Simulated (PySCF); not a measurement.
# P2 at RHF-CCSD(T)

Computed with RHF-CCSD(T); PySCF, no relativity, basis sets P def2-SVPD.

```json
{
 "state": "¹Σg⁺ (singlet), closed shell",
 "bond length": "1.925 Å",
 "harmonic wavenumber": "765 cm⁻¹",
 "force constant": "5.34 mdyn/Å",
 "rotational constant Be": "0.2938 cm⁻¹",
 "anharmonicity ωexe": "2.86 cm⁻¹",
 "vibration–rotation constant αe": "0.00142 cm⁻¹",
 "well depth De to P + P": "394 kJ/mol",
 "dissociation energy D0": "389 kJ/mol"
}
```

Correlated steps freeze 10 core orbitals. Correlated levels converge slowly with the basis: in double zeta they bind strong bonds too weakly, by up to about 1 eV, and carry superposition errors of some tenths. Where the molecule has an RHF reference, its open-shell atoms are computed with UHF.
